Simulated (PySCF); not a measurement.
**How good is the calculation?**

Atoms are numbered as in `[SiH3:1][SiH2:2][SiH3:3]` (H(Xn): hydrogen on atom n).

What is known from experiment: δ $^{29}$Si Si1/Si3 -98.0; Si2 -115.7 ppm (measured; C. Corminboeuf, T. Heine, J. Weber, Chem. Phys. Lett. 357 (2002) 1).

Fast rotation and ring inversion assumed for equivalent nuclei, in vacuum, single conformer, no relativistic terms. GIAO PBE0/pcSseg-1 shieldings; GFN2-xTB geometry; PySCF 2.14.

**Question.** What does the calculation give, and how does it compare?

**Answer.** 
Reference values: measured (C. Corminboeuf, T. Heine, J. Weber, Chem. Phys. Lett. 357 (2002) 1).
| atoms | quantity | reference | computed | computed, scaled |
| --- | --- | --- | --- | --- |
| Si1/Si3 | δ $^{29}$Si vs TMS | -98.0 | -116.0 | -102.4 |
| Si2 | δ $^{29}$Si vs TMS | -115.7 | -132.5 | -115.9 |

Computed shifts are σ(ref) − σ with the named reference compound (TMS for H and C) calculated as an isolated molecule at the same level. The measured values may be among those fitted. Shieldings were converted by a linear fit to measured shifts: $^{29}$Si: δ = 279.94 − 0.822σ (rms 8.9 ppm, 72 shifts, 25.8 ppm with the 6 outliers that the fit left out vs TMS, solution or neat liquid). Occasional misses reach two or three times the rms, and more in compound classes unlike the fitted ones.

**Question.** How far are the unscaled $^{29}$Si shifts from the references?

**Answer.** Mean signed difference -17.40 ppm, mean absolute 17.40 ppm over 2 comparisons; the largest is -18.0 ppm at Si1/Si3 (silicon bonded to Si, 3 H).
